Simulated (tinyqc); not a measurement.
Pariser-Parr-Pople SCF with singles CI, for the molecule C=CC=C[CH2-] (SMILES; centres numbered as the heavy atoms are written), step by step. One step of it, computed by the program tinyqc.

Question. Singles CI, singlets. Over the 6 single excitations with the smallest orbital gaps: A = (e_a - e_i) delta + 2 (ia|jb) - (ij|ab), with (pq|rs) = sum c_mp c_mq gamma_mn c_nr c_ns. f = 2/3 w |mu|^2 in atomic units, mu = sqrt2 sum c_ia sum_m c_mi c_ma R_m.

orbital energies (eV): -7.816396  -5.970490  -2.631520  3.653865  6.118787

coefficients:
```
         MO1        MO2        MO3        MO4        MO5
1C  0.308613   0.507947  -0.559701  -0.491924   0.302479
2C  0.510545   0.491924   0.017281   0.507947  -0.488922
3C  0.536845   0.000000   0.610633   0.000000   0.582172
4C  0.510545  -0.491924   0.017281  -0.507947  -0.488922
5C  0.308613  -0.507947  -0.559701   0.491924   0.302479
```

repulsion gamma_rs (eV), lower triangle:
```
           1C         2C         3C         4C         5C
1C  11.130000
2C   5.344569  11.130000
3C   3.872154   5.346287  11.130000
4C   2.881359   3.873196   5.346287  11.130000
5C   2.343780   2.881359   3.872154   5.344569  11.130000
```

Centres (angstrom, eV; a flat drawing with bonds scaled to 1.40 angstrom):
```
centre          x          y  core charge z          W   gamma_rr
1C      -2.425000  -0.280000              1  11.160000  11.130000
2C      -1.212000   0.420000              1  11.160000  11.130000
3C       0.000000  -0.280000              1  11.160000  11.130000
4C       1.212000   0.420000              1  11.160000  11.130000
5C       2.425000  -0.280000              1  11.160000  11.130000
```

Give: singlet CI matrix; singlet excitation energies; oscillator strengths.

Answer.

singlet CI matrix (eV), lower triangle:
```
        3>4     3>5     2>4     1>4    2>5     1>5
3>4   3.896
3>5   0.000   5.760
2>4   0.000   0.300   7.013
1>4  -0.475   0.000   0.000   8.040
2>5  -0.268   0.000   0.000  -0.187  8.565
1>5   0.000  -0.004  -0.029   0.000  0.000  10.258
```

singlet excitation energies (eV): 3.825  5.691  7.081  8.049  8.627  10.258

oscillator strengths: 1.207  0.008  0.139  0.074  0.034  0.223
